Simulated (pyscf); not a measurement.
Single points on ωB97X-D3(BJ)/def2-SVP structures (PySCF, gas phase).

SMILES: [Cl][VH]([NH2])([Cl])[Cl]
```xyz
8

N      0.1892    -0.2637    -0.9907
V      0.3280     1.2572    -0.0664
Cl     0.9067     1.8944     1.9361
Cl    -1.6902     1.9671    -0.1768
Cl     1.7375     2.3242    -1.2770
H      0.3496    -1.2498    -0.8109
H     -0.1351    -0.1077    -1.9513
H      0.7229     0.0578     0.7802
```

**Question.** How much does it cost (ΔH, 298 K, ωB97M-D3(BJ)/def2-TZVP) to split H₂N–VH(Cl)(Cl)–Cl at its H–V bond into [H₂N–V(Cl)(Cl)–Cl]• + H•?

**Answer.** H–V to [H₂N–V(Cl)(Cl)–Cl]• + H•: 51.7 kJ/mol. The 7 functionals that were run give +14.2 (M06-2X) to +99.4 kJ/mol (PBE). The radicals are drawn with the spin at the cut bond; how far it spreads was not checked. Other isomers of [H₂N–V(Cl)(Cl)–Cl]• were not searched in full and may lie lower. Open-shell species with a d-block atom are single-reference here; other states, and whether the spin sits on metal or ligand, were not checked.
